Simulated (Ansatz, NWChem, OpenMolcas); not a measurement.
# A small benchmark: vertical ionisation energy

6 molecules; the vertical ionisation energy in eV, computed less measured. Shapes, held fixed at every level: PBE0-D4/def2-TZVP. No vibrational averaging. Programs: Ansatz 0.2.0, NWChem 7.3.0, OpenMolcas 26.06. A level may come from different programs for different species; with the same settings they agree closely. Measured values: NIST CCCBDB.

Levels: A = B3LYP/6-31G* (Cartesian functions); B = wB97M-V/def2-TZVPP; C = B2PLYP/def2-TZVPP.

| molecule | measured | A | B | C |
| --- | --- | --- | --- | --- |
| HCN (SMILES C#N) | 13.61 | +0.02 | +0.01 | +0.17 |
| CO2 (carbon dioxide) | 13.78 | -0.10 | 0.00 | +0.11 |
| SO2 (sulfur dioxide) | 12.50 | -0.29 | -0.01 | +0.02 |
| CH3Cl (chloromethane) | 11.29 | -0.03 | 0.00 | -0.04 |
| CH4O (methanol) | 10.96 | -0.31 | -0.07 | -0.02 |
| CH4S (methanethiol) | 9.44 | -0.08 | -0.03 | -0.11 |

(1) Sum up the errors.

Results:

(1) 
```tsv
level	kind	mean error	mean absolute error	worst case
B3LYP/6-31G* (Cartesian functions)	global hybrid	-0.132	0.138	CH4O
wB97M-V/def2-TZVPP	range-separated hybrid	-0.017	0.020	CH4O
B2PLYP/def2-TZVPP	double hybrid	+0.022	0.078	HCN
```

On this set wB97M-V/def2-TZVPP has the smallest mean absolute error and B3LYP/6-31G* (Cartesian functions) the largest. B3LYP/6-31G* (Cartesian functions) is too low in 5 of 6. The set is small.
